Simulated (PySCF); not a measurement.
Compound: chlorothioborine, BClS.
Z-matrix (Å and degrees, PBE0-D3(BJ)/def2-TZVP geometry), rows numbered from 1:
```
S 
B   1  1.6060
Cl  2  1.6771  1  179.96
```

All values: wB97X-D/pcSseg-2 (PySCF, non-relativistic), on one gas-phase PBE0-D3(BJ)/def2-TZVP geometry that isn't relaxed in the solvent. The solvent is an IEF-PCM continuum (van der Waals radii × 1.2). Only the electrostatic response of the medium enters.

Gas phase at wB97X-D/pcSseg-2: HOMO -10.11 eV, LUMO 0.82 eV, dipole 1.76 D.

Q: What does the continuum do to the energy, the frontier levels and the dipole at wB97X-D/pcSseg-2 in chloroform?

A: 
```json
{"solvent": "chloroform", "ε": "4.711", "E(solvent) − E(gas) (kcal/mol)": "-0.86", "polarisation term (kcal/mol)": "-1.04", "distortion of the solute (kcal/mol)": "0.18", "HOMO (eV)": "-10.13", "LUMO (eV)": "0.86", "dipole (D)": "2.24"}
```

Polarisation term: ½ Σ q·V over the induced surface charges. Distortion: the rise of the solute's own energy as its density leaves the gas-phase optimum.

Q: Which radius a makes the point-dipole formula ΔE = −[(ε − 1)/(2ε + 1)]·μ²/a³ give the value in chloroform, with the gas-phase dipole?

A: μ = 0.691 au and |ΔE| = 0.00138 Eh give a = 2.64 Å; the farthest nucleus lies 1.65 Å from the centroid of the nuclei. The formula assumes a rigid point dipole at the centre of a sphere.

Note: wB97X-D ran without an empirical dispersion term, which enters the total energy and its gradient alone.
